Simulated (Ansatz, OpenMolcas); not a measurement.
**How basis sets differ on SiHCl (SMILES [SiH]Cl)**

SiHCl has 3 atoms, charge 0, and is taken as a singlet. As SMILES, `[SiH]Cl`. The shape is that of a PBE0-D4/def2-TZVP optimisation.

```
atom    x (Å)    y (Å)    z (Å)
  Si  -0.5483   0.5710  -0.2339
  Cl   1.2754   0.3528   0.7362
   H  -0.7271  -0.9238  -0.5023
```

Each level gives the HOMO–LUMO gap (eV). The values are calculated.

```tsv
level	kind	program	value (eV)
HF/ANO-R0 (sfX2C)	Hartree–Fock	OpenMolcas	9.35
HF/ANO-RCC-MB (DKH2)	Hartree–Fock	OpenMolcas	9.73
HF/STO-3G	Hartree–Fock	OpenMolcas	12.07
HF/3-21G	Hartree–Fock	Ansatz	9.53
HF/cc-pVTZ	Hartree–Fock	Ansatz	9.75
```

The values span 9.35 to 12.07 eV. A Hartree–Fock LUMO above zero doesn't converge with the basis: it sinks as sets grow more diffuse. Orbital gaps aren't excitation energies.
